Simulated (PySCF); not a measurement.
An unknown gives this computed stick spectrum. Method used: TDDFT CAM-B3LYP/aug-cc-pVTZ, vertical, gas phase, core orbitals frozen in the response in PySCF 2.14.0, density-fitted response routines. Geometries: PBE0-D3(BJ)/def2-TZVP, one conformer each.

```tsv
state	E (eV)	f
S1	4.75	0.0008
S2	5.74	0.0090
S3	6.47	0.109
S4	6.85	0.126
S5	6.90	0.0004
S6	7.63	0.0080
S7	7.68	0.011
S8	8.09	0.0027
S9	8.24	0.0039
S10	8.35	0.0011
```

Task: Which structure fits? All have the formula C2H3N.
A. `C=C=N`
B. `CC#N`
C. `[C-]#[N+]C`

Result: A. Its S1, at 4.75 eV, is the lowest among the candidates; the nearest of the others has S1 at 7.77 eV. S1 is HOMO→LUMO+3 (53%), HOMO→LUMO+2 (46%). Löwdin shares by element: HOMO carbon 58%, nitrogen 26%, hydrogen 6% or more; LUMO hydrogen 89%, carbon 4% or more. At the same level the other candidates give, for their lowest levels:
- `CC#N`: 7.77 eV (f 0.000); 8.10 eV (f 0.003 summed over 2 states); 8.27 eV (f 0.006 summed over 2 states); 9.40 eV (f 0.123); 9.48 eV (f 0.005 summed over 2 states); T1 6.44 eV; HOMO -10.93, LUMO 0.00 eV
- `[C-]#[N+]C`: 7.97 eV (f 0.000); 8.05 eV (f 0.189 summed over 2 states); 8.13 eV (f 0.021); 8.23 eV (f 0.004 summed over 2 states); 8.50 eV (f 0.007 summed over 2 states); T1 6.03 eV; HOMO -10.29, LUMO 0.04 eV
Triplets come from the Tamm–Dancoff approximation.
